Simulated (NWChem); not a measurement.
System: LiH; SMILES [LiH]

NWChem input:

```
start job
memory heap 200 mb stack 900 mb global 1100 mb
geometry units angstroms noautosym nocenter noautoz
  Li     0.000000     0.000000     0.458603
  H      0.000000     0.000000    -1.145727
end
basis spherical
  * library 6-31+g*
end
dft
  xc b3lyp
  iterations 150
end
property
  response 1 0.0
end
task dft property
```

NWChem printed, in part:

```
             Northwest Computational Chemistry Package (NWChem) 7.3.0
             --------------------------------------------------------

                             Geometry "geometry" -> ""
                             -------------------------

 Output coordinates in angstroms (scale by  1.889725989 to convert to a.u.)

  No.       Tag          Charge          X              Y              Z
 ---- ---------------- ---------- -------------- -------------- --------------
    1 Li                   3.0000     0.00000000     0.00000000     0.45860300
    2 H                    1.0000     0.00000000     0.00000000    -1.14572700

 Effective nuclear repulsion energy (a.u.)       0.9895294279

                              NWChem Property Module
                              ----------------------

                                 NWChem DFT Module
                                 -----------------

 Summary of "ao basis" -> "ao basis" (spherical)
 ------------------------------------------------------------------------------
       Tag                 Description            Shells   Functions and Types
 ---------------- ------------------------------  ------  ---------------------
 Li                         6-31+g*                  8       18   4s3p1d
 H                          6-31+g*                  2        2   2s

            General Information
            -------------------
          SCF calculation type: DFT
          Wavefunction type:  closed shell.
          No. of atoms     :     2
          No. of electrons :     4
           Alpha electrons :     2
            Beta electrons :     2
          Charge           :     0
          Spin multiplicity:     1
          Use of symmetry is: off; symmetry adaption is: off
          Maximum number of iterations: 150
          AO basis - number of functions:    20
                     number of shells:    10
          Convergence on energy requested:  1.00D-06
          Convergence on density requested:  1.00D-05
          Convergence on gradient requested:  5.00D-04

              XC Information
              --------------
                         B3LYP Method XC Potential
                     Hartree-Fock (Exact) Exchange  0.200
                        Slater Exchange Functional  0.800 local
                    Becke 1988 Exchange Functional  0.720 non-local
              Lee-Yang-Parr Correlation Functional  0.810
                  VWN I RPA Correlation Functional  0.190 local

             Grid Information
             ----------------
          Grid used for XC integration:  medium
          Radial quadrature: Mura-Knowles
          Angular quadrature: Lebedev.
          Tag              B.-S. Rad. Rad. Pts. Rad. Cut. Ang. Pts.
          ---              ---------- --------- --------- ---------
          Li                  1.45       49          19.0       434
          H                   0.35       45           9.0       434
          Grid pruning is: on
          Number of quadrature shells:    94
          Spatial weights used:  Erf1

      Superposition of Atomic Density Guess
      -------------------------------------

 Sum of atomic energies:          -7.92970433

      Non-variational initial energy
      ------------------------------

 Total energy =      -7.774556
 1-e energy   =     -12.129399
 2-e energy   =       3.365314
 HOMO         =      -0.310464
 LUMO         =      -0.028972

   convergence    iter        energy       DeltaE   RMS-Dens  Diis-err
 ---------------- ----- ----------------- --------- --------- ---------
 d= 0,ls=0.0,diis     1     -8.0755371765 -9.07D+00  1.83D-02  1.87D-02
 d= 0,ls=0.0,diis     2     -8.0799527481 -4.42D-03  5.33D-03  5.35D-03
 d= 0,ls=0.0,diis     3     -8.0819862784 -2.03D-03  9.37D-04  1.66D-04
 d= 0,ls=0.0,diis     4     -8.0820458808 -5.96D-05  1.68D-04  1.42D-06
 d= 0,ls=0.0,diis     5     -8.0820467697 -8.89D-07  6.29D-06  1.33D-09

         Total DFT energy =       -8.082046769652
      One electron energy =      -12.428353571770
           Coulomb energy =        5.593236362374
    Exchange-Corr. energy =       -2.236458988116
 Nuclear repulsion energy =        0.989529427860

 Numeric. integr. density =        4.000003115117

                       DFT Final Molecular Orbital Analysis
                       ------------------------------------

 Vector    1  Occ=2.000000D+00  E=-2.006001D+00
              MO Center=  8.2D-12,  6.9D-12,  4.6D-01, r^2= 1.3D-01
   Bfn.  Coefficient  Atom+Function         Bfn.  Coefficient  Atom+Function
  ----- ------------  ---------------      ----- ------------  ---------------
     1      0.998210  1 Li s                  2      0.041242  1 Li s
     6     -0.026616  1 Li s

 Vector    2  Occ=2.000000D+00  E=-1.960559D-01
              MO Center= -5.6D-09, -5.4D-09, -9.3D-01, r^2= 1.6D+00
   Bfn.  Coefficient  Atom+Function         Bfn.  Coefficient  Atom+Function
  ----- ------------  ---------------      ----- ------------  ---------------
    20      0.353738  2 H  s                 19      0.307555  2 H  s
     5     -0.257257  1 Li pz                 2      0.248594  1 Li s
     6      0.179446  1 Li s                  1     -0.136471  1 Li s
    16      0.035278  1 Li d  0

 Vector    3  Occ=0.000000D+00  E=-4.784985D-02
              MO Center= -4.6D-08, -4.5D-08,  1.7D+00, r^2= 6.8D+00
   Bfn.  Coefficient  Atom+Function         Bfn.  Coefficient  Atom+Function
  ----- ------------  ---------------      ----- ------------  ---------------
     6      0.459077  1 Li s                  5      0.354363  1 Li pz
    10      0.241380  1 Li s                  2      0.205216  1 Li s
     9      0.167637  1 Li pz                20     -0.153317  2 H  s
    13      0.143217  1 Li pz                 1     -0.117814  1 Li s
    19     -0.095349  2 H  s

 Vector    4  Occ=0.000000D+00  E=-8.205131D-03
              MO Center=  7.0D-09, -8.0D-09,  4.6D-01, r^2= 2.2D+01
   Bfn.  Coefficient  Atom+Function         Bfn.  Coefficient  Atom+Function
  ----- ------------  ---------------      ----- ------------  ---------------
    11      0.424307  1 Li px                12     -0.401889  1 Li py
     7      0.242745  1 Li px                 3      0.230675  1 Li px
     8     -0.229920  1 Li py                 4     -0.218487  1 Li py

 Vector    5  Occ=0.000000D+00  E=-8.205130D-03
              MO Center=  1.3D-07,  1.4D-07,  4.6D-01, r^2= 2.2D+01
   Bfn.  Coefficient  Atom+Function         Bfn.  Coefficient  Atom+Function
  ----- ------------  ---------------      ----- ------------  ---------------
    12      0.424307  1 Li py                11      0.401889  1 Li px
     8      0.242745  1 Li py                 4      0.230675  1 Li py
     7      0.229920  1 Li px                 3      0.218487  1 Li px

     Multipole analysis of the density
     ---------------------------------

     L   x y z        total         alpha         beta         nuclear
     -   - - -        -----         -----         ----         -------
     0   0 0 0     -0.000000     -2.000000     -2.000000      4.000000

     1   1 0 0      0.000000      0.000000      0.000000      0.000000
     1   0 1 0      0.000000      0.000000      0.000000      0.000000
     1   0 0 1      2.211517      0.888362      0.888362      0.434792

     2   2 0 0     -4.301819     -2.150909     -2.150909      0.000000
     2   1 1 0      0.000000      0.000000      0.000000      0.000000
     2   1 0 1     -0.000000     -0.000000     -0.000000      0.000000
     2   0 2 0     -4.301819     -2.150909     -2.150909      0.000000
     2   0 1 1     -0.000000     -0.000000     -0.000000      0.000000
     2   0 0 2     -4.579840     -5.760353     -5.760353      6.940865

 *** CALLING NEW AORESP DRIVER FOR CLOSED AND OPEN SHELLS ***
 Entering AOResponse driver routine

--------------------------------------------------------------------------------

          -----------------------------------------------
          Solving response equations for perturbing field
          -----------------------------------------------

 number of frequencies:     1
 frequency in a.u.:  0.0000000E+00
 Perturbing field: electric
 Using El. Dipole Length Gauge

 Setting up CPKS with frequency omega =      0.00000000 a.u.

 STATIC response

                                NWChem CPHF Module
                                ------------------

  scftype          =     RHF
  nclosed          =        2
  nopen            =        0
  variables        =       36
  # of vectors     =        3
  tolerance        = 0.10D-03
  level shift      = 0.00D+00
  max iterations   =       50
  max subspace     =       30

 SCF residual:    1.0039528322159023E-005

Iterative solution of linear equations
  No. of variables       36
  No. of equations        3
  Maximum subspace       30
        Iterations       50
       Convergence  1.0D-04

   iter   nsub   residual    time
   ----  ------  --------  ---------
     1      3    1.96D+00       0.5
     2      6    7.79D-01       0.6
     3      9    1.90D-02       0.8
     4     12    1.50D-03       0.9
     5     15    9.63D-05       1.1

 Electric Dipole Response Matrix (nonzero elements):

              1        2        3
    1   29.9198  -0.0000  -0.0000
    2   -0.0000  29.9198  -0.0000
    3   -0.0000  -0.0000  24.0896

[...]

 DFT Linear Response polarizability / au
 Frequency  =       0.0000000 / au
              X              Y              Z
 -----------------------------------------------
 X      29.9198313     -0.0000002     -0.0000008
 Y      -0.0000002     29.9198313     -0.0000008
 Z      -0.0000008     -0.0000008     24.0895636
 -----------------------------------------------
 Eigenvalues =      29.9198315     29.9198312     24.0895636
 Isotropic   =      27.9764088
 Anisotropic =       5.8302678
 -----------------------------------------------

 Magnetic Dipole Response Matrix (nonzero elements):

 Exiting AOResponse driver routine
```

Level: B3LYP/6-31+G* (spherical d). Coordinates come from a PBE-D3(BJ)/def2-SVP optimisation.
